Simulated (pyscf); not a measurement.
F–N(F)–F (SMILES FN(F)F) + F–SiH₂–F (SMILES F[SiH2]F) → F–SiH(F)–F (SMILES F[SiH](F)F) + F–NH–F (SMILES FNF), a four-centre exchange (singlet surface; F–N, H–Si broken, F–Si, H–N formed). Optimised with ωB97X-D3(BJ)/def2-SVP in PySCF. Energies in kcal/mol from the separated reactants.

AM1 to PM7: differences of heats of formation from MOPAC, which are fitted to 298 K values and so differ in kind from electronic energies by zero-point and thermal terms. 

Question: Quick PM7 single points give ΔE‡ = 76.0 kcal/mol and ΔE = -68.1 kcal/mol. What does ωB97M-D3(BJ)/def2-TZVP give, and how far is the quick result from it?

Answer: ωB97M-D3(BJ)/def2-TZVP gives ΔE‡ = 59.6 kcal/mol and ΔE = -83.5 kcal/mol. PM7 lies 16.4 kcal/mol over it in the barrier and 15.4 kcal/mol over it in the reaction energy, so on this step it does not hold to within 3.0 kcal/mol. ωB97M-D3(BJ)/def2-TZVP has limits of its own. This is the saddle that the search found; another between the same sides may lie lower. A restricted solution here is unstable towards spin polarisation, so biradical character is likely and single-reference numbers are less safe.
